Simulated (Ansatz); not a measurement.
Geometry optimisation, RKS LDA/6-31G* in Ansatz 0.2.0.

Input file:

```yaml
crystal:
  periodic: [false, false, false]
  atoms:
    - { symbol: Si, position_ang: [-0.070066, 0.172871, 0.205178] }
    - { symbol: "N", position_ang: [-0.078751, 0.068635, 1.992845] }
    - { symbol: H, position_ang: [-1.003712, 0.075912, 2.427806] }
    - { symbol: H, position_ang: [0.510232, 0.761433, 2.456546] }
    - { symbol: H, position_ang: [1.349498, 0.231192, -0.261249] }
    - { symbol: H, position_ang: [-0.7851, 1.389661, -0.335663] }
    - { symbol: H, position_ang: [-0.793617, -1.027652, -0.315928] }
    - { symbol: S, position_ang: [1.65897, -2.659979, 0.788636] }
    - { symbol: H, position_ang: [0.485728, -3.341726, 0.791453] }
    - { symbol: H, position_ang: [1.197818, -1.765947, 1.743977] }
basis:
  gaussian: { orbitals: "6-31G*" }
hamiltonian:
  xc: lda
relax:
  f_tol: 0.03
  max_steps: 50
```

Run as:

```bash
$ ansatz run input.yaml --threads 1 --pin off --max-ram 2048MiB --backend cpu --events-out ev --progress --plain --runs-dir out
```

Q: Where does it end, and by what steps?

A: The forces met the threshold. The force dipped under the threshold on the way, but the program's further checks kept it going. After 9 steps the energy has fallen by 0.170 eV; S8 moved furthest, 0.71 Å.

| step | energy less start (eV) | largest force component (eV/Å) | accepted |
| --- | --- | --- | --- |
| 0 | 0.0000 | 1.030 | yes |
| 1 | -0.0820 | 0.541 | yes |
| 2 | -0.1221 | 0.537 | yes |
| 3 | -0.1511 | 0.289 | yes |
| 4 | -0.1506 | 0.295 | no |
| 5 | -0.1592 | 0.093 | yes |
| 6 | -0.1658 | 0.092 | yes |
| 7 | -0.1686 | 0.019 | yes |
| 8 | -0.1695 | 0.086 | yes |
| 9 | -0.1698 | 0.025 | yes |

```xyz
10
Properties=species:S:1:pos:R:3
Si -0.141 0.345 0.101
N 0.060 -0.070 1.792
H -0.790 -0.279 2.325
H 0.667 0.544 2.347
H 1.233 0.505 -0.471
H -0.926 1.604 -0.163
H -0.861 -0.802 -0.539
S 1.675 -2.858 1.474
H 0.564 -3.442 0.941
H 0.990 -1.642 1.688
```

Run time: 15 s on 1 thread of Arm Neoverse V2, on a shared host, peak memory 0.12 GiB.
